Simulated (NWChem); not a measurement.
Total energies of H2Si (+1)

```
Si
H 1 1.5137
H 1 1.5137 2 119.91
```
Charge +1, spin multiplicity 2.

Everything below was run with NWChem. The geometry was optimised at UPBE/def2-SVP, a minimum by its harmonic frequencies.

Basis set: cc-pVDZ (28 functions).

| method | total energy (Ha) |
|---|---|
| UHF | -289.72735 |
| UMP2 | -289.78905 |
| UB2PLYP | -290.15042 |
| UPBE | -290.11992 |
| UB3LYP | -290.29870 |
| UM06-2X | -290.25032 |

Total energies of different functionals aren't comparable as a measure of quality: only differences taken within one method are. 

The correlated methods keep 5 core orbitals frozen. B3LYP has NWChem's definition, with VWN1-RPA local correlation. This spin state was chosen for the runs; another may lie lower. The structure started from a generated list of species. The unpaired electrons of the parent sit in orbitals of symmetry a1 (C2v labels of the run); other states weren't searched. The stability of the SCF solutions was not checked. Open-shell Hartree-Fock references start from PBE0 orbitals.
